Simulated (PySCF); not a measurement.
The vertical singlet excitations below were computed for one of the candidates. Level of theory: PySCF, TDDFT CAM-B3LYP/def2-SVPD, vertical, gas phase, core orbitals frozen in the response. Geometries: PBE0-D3(BJ)/def2-SVP, one conformer each.

| state | λ (nm) | f |
| --- | --- | --- |
| S1 | 253.0 | 0.0000 |
| S2 | 198.2 | 0.026 |
| S3 | 182.8 | 0.034 |
| S4 | 174.7 | 0.043 |
| S5 | 165.5 | 0.014 |
| S6 | 156.4 | 0.030 |
| S7 | 153.8 | 0.055 |
| S8 | 152.7 | 0.015 |
| S9 | 145.5 | 0.0019 |
| S10 | 144.2 | 0.034 |

Triplets computed (Tamm–Dancoff): 4.46, 5.60, 6.42, 6.55 eV.

Orbital energies (eV): HOMO-3 -11.63, HOMO-2 -10.71, HOMO-1 -10.67, HOMO -8.31, LUMO 0.74, LUMO+1 1.26, LUMO+2 1.47.

Question: Which candidate is it? All have the formula C3H5FS.
A. `F[C@@H]1C[C@@H]1S`
B. `C1S[C@H]1CF`
C. `CS/C=C\F`

Answer: B. Its S1, at 4.90 eV, is the lowest among the candidates; the nearest of the others has S1 at 5.37 eV. S1 is HOMO→LUMO (90%), HOMO→LUMO+4 (9%). Löwdin shares by element: HOMO sulfur 75%, carbon 17% or more; LUMO sulfur 59%, carbon 26% or more. At the same level the other candidates give, for their lowest levels:
- `F[C@@H]1C[C@@H]1S`: 217 nm (f 0.002); 200 nm (f 0.032); 175 nm (f 0.021); 166 nm (f 0.018); 159 nm (f 0.011); T1 5.26 eV; HOMO -8.37, LUMO 1.04 eV
- `CS/C=C\F`: 231 nm (f 0.000); 216 nm (f 0.003); 206 nm (f 0.301); 191 nm (f 0.010); 185 nm (f 0.020); T1 3.87 eV; HOMO -7.49, LUMO 1.09 eV

The values belong to the conformer `[F:1][CH2:2][C@H:3]1[CH2:4][S:5]1`: F1–C2–C3–C4 83°.
